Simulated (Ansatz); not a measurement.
**AlBH (quartet): the correlation ladder at distance Al2–H3 = 1.880 Å, 6-31G**

How much of the correlation energy of AlBH (quartet) does each wave-function method recover here?

Method: 6-31G, core rule «outside noble gas», up to 6 orbitals frozen; program: Ansatz 0.2.0, Gaussian basis.

The runs, in order: UHF; CCSD(T) on ROHF; CCSD(T) on UHF; BCCD(T) on ROHF; CISD; CCSDT(Q) on ROHF; CCSDT(Q) on UHF; CISDTQ; CCSDTQ on ROHF; CCSDTQ on UHF; CASSCF and MRCISD+Q, 5 electrons in 5 orbitals; CASSCF and NEVPT2, 5 electrons in 5 orbitals; CASSCF and MRCISD+Q, 7 electrons in 9 orbitals; CASSCF and NEVPT2, 7 electrons in 9 orbitals; Full CI.

21 further runs of the same task are left out: 2 for a mislabelled method, 16 that didn't finish, 3 set aside as unsound or not needed.

## 1. What is computed

The geometry derives from a PBE0/def2-TZVP stationary point (not a proven minimum). One bond is set to the value named and the two fragments are kept rigid.

3 atoms, charge 0, spin multiplicity 4.

Atoms are counted from 1 here; the program's logs count them from 0.

Bond lengths: B1–Al2 1.937 Å, Al2–H3 1.880 Å. Angles: B1–Al2–H3 180.0°.

As a file:

```xyz
3
charge 0, multiplicity 4
B     0.0000    0.0000    1.9180
Al    0.0000    0.0000   -0.0190
H     0.0000    0.0000   -1.8990
```

## 2. UHF

Input file in.yaml:

```yaml
crystal:
  periodic: [false, false, false]
  atoms:
    - {symbol: B, position_ang: [0.000000, 0.000000, 1.918000]}
    - {symbol: Al, position_ang: [0.000000, 0.000000, -0.019000]}
    - {symbol: H, position_ang: [0.000000, 0.000000, -1.899000]}
basis:
  gaussian: {orbitals: 6-31G}
magnetization: {spin_polarized: true, initial_magnetization: 3}
hamiltonian: {xc: hf}
output: {orbitals: {seedname: orbitals}}
```

On the command line:

```
$ ansatz run in.yaml --threads 1 --pin off --events-out ev --progress --plain --max-ram 2393MiB
```

Further steps of the session: CCSD(T) on ROHF; CCSD(T) on UHF; BCCD(T) on ROHF; CISD; CCSDT(Q) on ROHF; CCSDT(Q) on UHF; CISDTQ; CCSDTQ on ROHF; CCSDTQ on UHF; CASSCF and MRCISD+Q, 5 electrons in 5 orbitals; CASSCF and NEVPT2, 5 electrons in 5 orbitals; CASSCF and MRCISD+Q, 7 electrons in 9 orbitals; CASSCF and NEVPT2, 7 electrons in 9 orbitals; Full CI.

Before running them: what should the planned runs give, taken together? Wanted: FCI below the RHF energy; RMP2 from FCI; UMP2 from FCI; RCCSD from FCI; RCCSD(T) from FCI; UCCSD(T) from FCI; RCCSDT(Q) from FCI; UCCSDT(Q) from FCI; NEVPT2 pair from FCI.

**Answer**, as computed:

| quantity | value |
| --- | --- |
| FCI below the RHF energy | -2.4517 eV |
| RMP2 from FCI | +75.1 kJ/mol |
| UMP2 from FCI | +75.1 kJ/mol |
| RCCSD from FCI | +11.3 kJ/mol |
| RCCSD(T) from FCI | +4.0 kJ/mol |
| UCCSD(T) from FCI | +4.0 kJ/mol |
| RCCSDT(Q) from FCI | +0.3 kJ/mol |
| UCCSDT(Q) from FCI | +0.2 kJ/mol |
| NEVPT2 pair from FCI | +65.5 kJ/mol |
| MRCISD+Q pair from FCI | +2.6 kJ/mol |
| NEVPT2 valence from FCI | +15.7 kJ/mol |
| levels within 1 kcal/mol (43 meV) | RCCSD(T), UCCSD(T), BCCD(T), RCCSDT, UCCSDT, CISDTQ, RCCSDT(Q), UCCSDT(Q), RCCSDTQ, UCCSDTQ, MRCISD+Q pair, MRCISD valence, MRCISD+Q valence |
| T1 diagnostic | 0.033 |
| effectively unpaired electrons | 3.06 |

RCCSD(T) lands +4.0 kJ/mol from the yardstick (1.7 % of the correlation energy). One determinant dominates. Of the multireference levels listed MRCISD+Q valence comes nearest in total energy (+0.5 kJ/mol), which doesn't show that its space is the better one. These misses are within one basis, not against nature; the frozen cores of restricted and unrestricted runs differ, which can shift their rows.
